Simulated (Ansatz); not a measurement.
## Relative stability

Two relaxed structures of CH3BS, singlet (PBE0-D4/def2-TZVP; forces vanish, vibrations not checked).

A:

C1  (0.513, -0.663, 0.406)
B2  (-0.306, 0.396, -0.243)
S3  (1.349, -1.745, 1.069)
H4  (-1.089, 0.789, 0.601)
H5  (0.471, 1.263, -0.593)
H6  (-0.866, -0.133, -1.184)
(Å)

B:

```xyz
6
angstrom
C -0.3205 0.4147 -0.2541
B 0.5186 -0.6704 0.4110
S 1.4034 -1.8154 1.1125
H -1.0544 0.8210 0.4468
H 0.3120 1.2365 -0.5995
H -0.8591 0.0135 -1.1166
```

Program: Ansatz 0.2.0. Basis: def2-TZVPP. Cores are frozen in the correlated methods. B3LYP uses VWN-RPA correlation.

**Question.** Which structure is lower at CCSD(T), and by how much? (An estimate is asked for; the value comes from the calculation.)

**Answer.** The calculation gives: B, by 2.781 eV (electronic energy, against the other). By their contacts, A is CH₃BS ([BH3][C][S]) and B is CH₃BS ([CH3][B][S]).

All methods give the same order:

```csv
method,E(B) − E(A) (eV)
PBE-D4,-2.383
r2SCAN-D4,-2.531
PBE0-D4,-2.707
B3LYP-D4,-2.590
wB97M-V,-2.759
HF,-3.265
MP2,-2.815
CCSD,-2.914
CCSD(T),-2.781
```

The T1 diagnostic stays at or below 0.021.

Labels in which every atom is bracketed show which atoms are joined, not bond orders.

For scale, one of the runs: CCSD(T)/def2-TZVPP, 146 basis functions, launched by `ansatz run in.yaml --threads 2 --pin off --events-out ev --progress --plain --max-ram 4352MiB`. Hardware: 2 CPU threads of an AMD EPYC 9B45, shared host. Wall time 3.5 s; peak host memory 0.86 GiB.
